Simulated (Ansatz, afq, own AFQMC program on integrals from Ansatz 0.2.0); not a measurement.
Integrals from Ansatz 0.2.0, then the random walk in our own AFQMC program (afq).

```yaml
crystal:
  periodic: [false, false, false]
  atoms:
    - {symbol: Ge, position_ang: [0.000000, 0.000000, 0.302970]}
    - {symbol: C, position_ang: [0.000000, 0.000000, -1.483402]}
    - {symbol: H, position_ang: [0.000000, -0.912198, -2.078999]}
    - {symbol: H, position_ang: [0.000000, 0.912198, -2.078999]}
basis:
  gaussian: {orbitals: cc-pVDZ}
magnetization: {spin_polarized: true, initial_magnetization: 0}
correlation: {method: ccsd_t, electrons: outside_noble_gas, hamiltonian_folder: ham}
```

```sh
$ ansatz run in.yaml --threads 1 --pin off --events-out ev --progress --plain --max-ram 1382MiB
```

afq runs on the folder ham with

```
--method phaseless --trial hf --walkers 140 --populations 1 --least-time 40 --time-step 0.005 --steps-per-block 20 --equilibration-blocks 112 --max-blocks 600 --target-error 0.00114 --factor-cut 1e-05 --start spin_pure --seed 1898 --taylor-order 6
```

Times are imaginary, in 1/Eh. The walk had a cap of 536 s. Filled inner d shells are frozen with the cores.

afq prints:

```
orbitals 36  electrons 5 5  factors 290 of 548
reference energy -2114.29601570 Eh
CCSD correlation -0.24008671 Eh in 10 cycles, weight of the determinant in the CISD state 0.8626
energy of the start -2114.296016 Eh
 block  time / (1/Eh)  mean weight  energy / Eh
     1     0.100  0.9991  -2114.345672
     2     0.200  1.0015  -2114.379491
     3     0.300  1.0021  -2114.400645
     4     0.400  0.9997  -2114.427302
     5     0.500  1.0018  -2114.443361
     8     0.800  1.0011  -2114.483206
    18     1.800  0.9998  -2114.534514
    69     6.900  0.9999  -2114.514238
   120    12.000  0.9996  -2114.598106
   137    13.700  1.0017  -2114.622034
   171    17.100  1.0017  -2114.519966
   222    22.200  1.0000  -2114.552716
   273    27.300  1.0042  -2114.541651
   324    32.400  1.0003  -2114.518103
   375    37.500  1.0011  -2114.548038
   426    42.600  1.0006  -2114.554257
   477    47.700  0.9986  -2114.536778
   528    52.800  1.0010  -2114.546240
   579    57.900  1.0025  -2114.533578
   630    63.000  1.0013  -2114.518142
   681    68.100  1.0005  -2114.559809
   698    69.800  1.0001  -2114.536584
blocks merged  error / Eh  count
     1  0.000899  600
     2  0.001204  300
     4  0.001613  150
     8  0.001998  75
    16  0.002584  37
    32  0.002593  18
    64  0.002572  9
energy -2114.546008 +/- 0.002593 Eh
(rows thinned)
```

The run passed its tests (sampling time, drift between the halves within three errors, error under three times the target), which doesn't prove that it has relaxed.

Against this walk (error 70.6 meV) on the same determinant: CCSD(T) 10.9 meV higher (within the noise), CCSDT(Q) 35.2 meV lower (within the noise), a separate phaseless walk with a CISD trial and standard settings 20.8 ± 73.3 meV lower (within the noise). The error is statistical and leaves out the bias of the constraint.

Cautions: constraint bias not in the error; error above the target (70.6 against 31.0 meV); no relativity below Rb; no spin-orbit coupling; inner d shell frozen; higher spins were not checked; an unrestricted solution with more broken spin lies lower (127 meV, ⟨S²⟩ 0.40), while this determinant keeps restricted orbitals.

The walk took 4.3 min on 1 thread of Intel(R) Xeon(R) Platinum 8488C (Sapphire Rapids), with other jobs on the host. The log's last line is the phaseless energy.

CCSDT and higher add their correlation energy to the determinant of the CCSD(T) run, since their own runs factorise the integrals more tightly (a shift of under 2 meV). A walk keeps the symmetry of its determinant, which the program's search chose and which needn't be the lowest solution, so a lower state of the same spin and another symmetry isn't excluded.
